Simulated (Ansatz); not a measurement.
## Other spins and charges of H₃Si–BH, doublet at one geometry

Geometry (PBE0/def2-TZVP stationary point for this spin, not checked as a minimum):

```tsv
atom	x (Å)	y (Å)	z (Å)
Si	0.0000	0.0275	0.5292
B	0.0000	-0.1188	-1.4404
H	0.0000	1.3973	1.1216
H	1.2095	-0.6900	1.0219
H	-1.2095	-0.6900	1.0219
H	0.0000	0.4894	-2.4617
```

Basis cc-pVDZ; Ansatz 0.2.0. Correlated methods freeze the noble-gas cores. R marks a restricted (for open shells ROHF) determinant, U an unrestricted one.

Gaps are energies of the second state less the first, at fixed atoms, for a selection of the levels run; each method lands on the state that its own search finds for that charge and spin.

For open shells CISD is restricted-active-space CI with the open shells as a complete middle space.

Q: PBE gives 11.144 eV for removing an electron, to the triplet. Estimate what UCCSDT(Q) gives in cc-pVDZ.

A: UCCSDT(Q) in cc-pVDZ gives 11.403 eV, so against it PBE is off by -0.259 eV, of which a good part can be the reference's own basis and frozen-core error.

| level | gap (eV) | error (meV) |
| --- | --- | --- |
| RHF | 10.830 | -573 |
| UHF | 10.798 | -605 |
| RMP2 | 11.452 | 49 |
| UMP2 | 11.437 | 34 |
| CISD | 11.353 | -50 |
| RCCSD | 11.420 | 17 |
| UCCSD | 11.420 | 17 |
| RCCSD(T) | 11.415 | 12 |
| UCCSD(T) | 11.415 | 12 |
| BCCD(T) | 11.416 | 13 |
| RCCSDT | 11.403 | 0 |
| UCCSDT | 11.403 | 0 |
| RCCSDT(Q) | 11.404 | 1 |
| r2SCAN | 11.249 | -154 |
| PBE0 | 11.396 | -7 |
| B3LYP | 11.419 | 16 |
| BHLYP | 11.519 | 116 |
| wB97M-V | 11.516 | 113 |
| B2PLYP | 11.439 | 36 |
| RPA-PBE | 11.355 | -48 |

Removing an electron, to the singlet: 7.949 eV at UCCSDT(Q).

```
    level  gap (eV)  error (meV)
      RHF     7.653         -296
     RMP2     7.968           19
     CISD     7.927          -22
    UCCSD     7.956            7
 RCCSD(T)     7.952            3
 UCCSD(T)     7.952            3
  BCCD(T)     7.953            4
   UCCSDT     7.950            1
RCCSDT(Q)     7.948           -1
     PBE0     8.217          268
```

Quartet less doublet: 3.868 eV at UCCSDT(Q).

```
    level  gap (eV)  error (meV)
      RHF     3.587         -281
      UHF     3.570         -298
     RMP2     3.901           33
     UMP2     3.901           33
     CISD     3.839          -29
    RCCSD     3.881           13
    UCCSD     3.883           15
 RCCSD(T)     3.876            8
 UCCSD(T)     3.877            9
  BCCD(T)     3.876            8
   RCCSDT     3.869            1
   UCCSDT     3.868            0
RCCSDT(Q)     3.869            1
      PBE     3.618         -250
   r2SCAN     3.565         -303
     PBE0     3.753         -115
    B3LYP     3.958           90
    BHLYP     4.142          274
  wB97M-V     4.037          169
   B2PLYP     4.026          158
  RPA-PBE     3.887           19
```

In so small a basis the reference is far from its limit while semilocal and hybrid functionals are nearer theirs (RPA and double hybrids share part of the reference's basis error), so the functionals' errors here hold much of the reference's basis and frozen-core error, which can add to them or hide them.

Full CI isn't at hand for all of this; UCCSDT(Q) serves as the reference, and is uncertain by the last step of the cluster series or more. The frozen core follows each run's orbitals, which can shift R against U totals by a few meV.
